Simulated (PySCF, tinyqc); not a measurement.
Inside a calculation. Method: RHF in the sto-6g basis, for BH, spin multiplicity 1. This run ends on a higher stationary point, not on the lowest solution. The lowest restricted solution is unstable here: a spin-polarised one lies 0.0308 hartree lower (PySCF). One step of it, computed by the program tinyqc.

Problem. Iteration 2: building the Fock matrix. J_ij = sum D_kl (ij|kl), K_ij = sum D_kl (ik|jl); F = H + J - 0.5 K; E = tr D H + tr D J / 2 - 0.25 tr D K + E_nn.

D after iteration 1:
```
            1B 1s      1B 2s    1B 2px    1B 2py     1B 2pz      2H 1s
1B 1s    2.017745  -0.034780  0.000000  0.000000  -0.002184   0.004544
1B 2s   -0.034780   0.000600  0.000000  0.000000   0.000038  -0.000078
1B 2px   0.000000   0.000000  2.000000  0.000000   0.000000   0.000000
1B 2py   0.000000   0.000000  0.000000  2.000000   0.000000   0.000000
1B 2pz  -0.002184   0.000038  0.000000  0.000000   0.000002  -0.000005
2H 1s    0.004544  -0.000078  0.000000  0.000000  -0.000005   0.000010
```

core Hamiltonian H = T + V (hartree):
```
             1B 1s      1B 2s     1B 2px     1B 2py     1B 2pz      2H 1s
1B 1s   -12.707488  -3.147738   0.000000   0.000000  -0.006834  -0.126328
1B 2s    -3.147738  -3.638355   0.000000   0.000000  -0.066028  -0.469508
1B 2px    0.000000   0.000000  -2.875848   0.000000   0.000000   0.000000
1B 2py    0.000000   0.000000   0.000000  -2.875848   0.000000   0.000000
1B 2pz   -0.006834  -0.066028   0.000000   0.000000  -2.911278  -0.527166
2H 1s    -0.126328  -0.469508   0.000000   0.000000  -0.527166  -1.785488
```

Two-electron integrals (ij|kl) in chemists' order, unique and non-zero (hartree):
```
(11|11) 2.924993   (21|11) 0.480756   (21|21) 0.099484   (22|11) 0.743449
(22|21) 0.188967   (22|22) 0.544922   (31|31) 0.021096   (32|31) 0.030854
(32|32) 0.120443   (33|11) 0.743450   (33|21) 0.188967   (33|22) 0.544922
(33|33) 0.587109   (41|41) 0.021096   (42|41) 0.030854   (42|42) 0.120443
(43|43) 0.031641   (44|11) 0.743450   (44|21) 0.188967   (44|22) 0.544922
(44|33) 0.523827   (44|44) 0.587109   (51|51) 0.021096   (52|51) 0.030854
(52|52) 0.120443   (53|53) 0.031641   (54|54) 0.031641   (55|11) 0.743450
(55|21) 0.188967   (55|22) 0.544922   (55|33) 0.523827   (55|44) 0.523827
(55|55) 0.587109   (61|11) 0.019522   (61|21) 0.003930   (61|22) 0.007457
(61|33) 0.007417   (61|44) 0.007417   (61|51) 0.000313   (61|52) 0.000611
(61|55) 0.007535   (61|61) 0.000161   (62|11) 0.073194   (62|21) 0.019089
(62|22) 0.064110   (62|33) 0.062159   (62|44) 0.062159   (62|51) 0.002134
(62|52) 0.014592   (62|55) 0.068012   (62|61) 0.000810   (62|62) 0.013119
(63|31) 0.001550   (63|32) 0.007941   (63|53) 0.002416   (63|63) 0.001060
(64|41) 0.001550   (64|42) 0.007941   (64|54) 0.002416   (64|64) 0.001060
(65|11) 0.080843   (65|21) 0.021292   (65|22) 0.074633   (65|33) 0.071135
(65|44) 0.071135   (65|51) 0.003489   (65|52) 0.022794   (65|55) 0.081630
(65|61) 0.000932   (65|62) 0.017595   (65|65) 0.024222   (66|11) 0.262875
(66|21) 0.069619   (66|22) 0.261243   (66|33) 0.250552   (66|44) 0.250552
(66|51) 0.006789   (66|52) 0.063741   (66|55) 0.282625   (66|61) 0.002951
(66|62) 0.078891   (66|65) 0.112903   (66|66) 0.774999
```

nuclear repulsion = 1.31505271 hartree

Give: Coulomb J; exchange K; Fock matrix F; total energy of this density.

Solution.

Coulomb J (hartree):
```
          1B 1s    1B 2s  1B 2px  1B 2py   1B 2pz   2H 1s
1B 1s    8.8429   1.7191  0.0000  0.0000  -0.0001  0.0688
1B 2s    1.7191   3.6670  0.0000  0.0000  -0.0001  0.3950
1B 2px   0.0000   0.0000  3.7092  0.0000   0.0000  0.0000
1B 2py   0.0000   0.0000  0.0000  3.7092   0.0000  0.0000
1B 2pz  -0.0001  -0.0001  0.0000  0.0000   3.5826  0.4462
2H 1s    0.0688   0.3950  0.0000  0.0000   0.4462  1.5279
```

exchange K (hartree):
```
          1B 1s    1B 2s  1B 2px  1B 2py   1B 2pz   2H 1s
1B 1s    5.9531   1.0646  0.0000  0.0000  -0.0013  0.0439
1B 2s    1.0646   0.6699  0.0000  0.0000  -0.0004  0.0391
1B 2px   0.0000   0.0000  1.2780  0.0000   0.0000  0.0000
1B 2py   0.0000   0.0000  0.0000  1.2780   0.0000  0.0000
1B 2pz  -0.0013  -0.0004  0.0000  0.0000   0.1671  0.0102
2H 1s    0.0439   0.0391  0.0000  0.0000   0.0102  0.0045
```

Fock matrix F (hartree):
```
          1B 1s    1B 2s  1B 2px  1B 2py   1B 2pz    2H 1s
1B 1s   -6.8412  -1.9609  0.0000  0.0000  -0.0063  -0.0795
1B 2s   -1.9609  -0.3063  0.0000  0.0000  -0.0660  -0.0940
1B 2px   0.0000   0.0000  0.1944  0.0000   0.0000   0.0000
1B 2py   0.0000   0.0000  0.0000  0.1944   0.0000   0.0000
1B 2pz  -0.0063  -0.0660  0.0000  0.0000   0.5878  -0.0861
2H 1s   -0.0795  -0.0940  0.0000  0.0000  -0.0861  -0.2598
```

total energy of this density = -23.594404 hartree
